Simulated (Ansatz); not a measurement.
# OPSi: the cost of one run

Program: Ansatz 0.2.0, Gaussian basis. Level of theory: def2-QZVPP, all electrons in the functionals. These are calculated values, not measurements.

To be run: PBE, BLYP, r2SCAN, B97M-V, PBE0, B3LYP, wB97M-V, at charge 0, doublet; charge 0, quartet; charge 1, singlet; charge 1, triplet.

2 further runs of the same task are left out: 2 set aside as unsound or not needed.

## 1. The geometry

The geometry is a PBE0/def2-TZVP stationary point (not a proven minimum).

3 atoms, charge 0, spin multiplicity 2.

Atoms are counted from 1 here; the program's logs count them from 0.

Bond lengths: O1–Si2 1.512 Å, Si2–P3 2.058 Å. Angles: O1–Si2–P3 180.0°.

No dispersion term is added; B97M-V, wB97M-V hold VV10 nonlocal correlation. B3LYP takes the VWN-RPA correlation.

The geometry shown and the zero of energy belong to the point charge 0, doublet. The yardstick, UCCSD(T), and other wave-function levels (R restricted, U unrestricted, valence and pair active spaces) come from earlier runs.

## 2. PBE, charge 0, doublet

The input, in.yaml:

```yaml
crystal:
  periodic: [false, false, false]
  atoms:
    - {symbol: O, position_ang: [0.000000, 0.000000, 1.693600]}
    - {symbol: Si, position_ang: [0.000000, 0.000000, 0.182000]}
    - {symbol: P, position_ang: [0.000000, 0.000000, -1.875600]}
basis:
  gaussian: {orbitals: "def2-QZVPP.json"}
magnetization: {spin_polarized: true, initial_magnetization: 1}
hamiltonian: {xc: {name: PBE}}
output: {orbitals: {seedname: orbitals}}
```

The run is started by

```sh
$ ansatz run in.yaml --threads 1 --pin off --events-out ev --progress --plain --max-ram 2393MiB
```

Q: Estimate wall time and peak memory on 1 thread of Arm Neoverse V2, shared host.

About 7.5 s, with a peak of 0.36 GiB.
